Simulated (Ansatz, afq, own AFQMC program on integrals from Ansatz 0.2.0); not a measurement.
# Al$_{2}$H$_{4}$, singlet: AFQMC among the cluster methods

```yaml
atoms:
  - { symbol: Al, position_ang: [0.0000, 0.0000, 1.3086] }
  - { symbol: Al, position_ang: [0.0000, 0.0000, -1.3086] }
  - { symbol: H, position_ang: [0.0000, 1.3533, 2.1524] }
  - { symbol: H, position_ang: [0.0000, -1.3533, 2.1524] }
  - { symbol: H, position_ang: [1.2015, 0.6228, -2.1524] }
  - { symbol: H, position_ang: [-1.2015, -0.6228, -2.1524] }
```

Connectivity, by distances: AlH2–AlH2.

Basis 6-31G. Only valence electrons are correlated. Ansatz 0.2.0 and our own AFQMC program on the same integrals; the CISD trial comes from CCSD amplitudes, and released means the phaseless constraint is let go. Uncertainties: one standard error, sampling alone.

Determinant: RHF, the one that the program's search chose, which needn't be the lowest solution. The geometry is a point of a scan.

No full CI on the walks' own integrals is used here; CCSDT(Q) serves as the reference and is uncertain by about the last step of the cluster series.

* T1 diagnostic: 0.0123
* weight of the determinant in the CISD state: 0.914
* size of the correlated space: 10 electrons in 24 orbitals

| level | correlation energy (eV) |
| --- | --- |
| MP2 | -1.9640 |
| CCSD | -2.7528 |
| CCSD(T) | -2.7946 |

(1) Estimate where phaseless AFQMC with a CISD trial lies against CCSD(T) on the same integrals.

(1) 0.29 ± 0.07 kcal/mol below CCSD(T).

Reference: CCSDT(Q), correlation energy -2.814 eV. The released energy is read at 2.40 1/Eh (meV from the phaseless value at times in 1/Eh: -4 ± 5 at 0.24, -6 ± 5 at 0.51, -13 ± 4 at 0.99, -6 ± 3 at 1.62, -8 ± 3 at 2.40).

```tsv
level	E − E(reference) (kcal/mol)	share of correlation (%)
CCSD(T)	0.45	99.31
CCSDT	0.04	99.94
ph-AFQMC/HF	-1.11 ± 0.67	101.71
ph-AFQMC/CISD	0.16 ± 0.07	99.75
released AFQMC	-0.02 ± 0.06	100.04
```

A walk keeps the symmetry of its determinant, which the program's search chose and which needn't be the lowest solution, so a lower state of the same spin and another symmetry isn't excluded. Released energies are given only where the last usable release times agree within the noise; a slower fall can still hide under it.
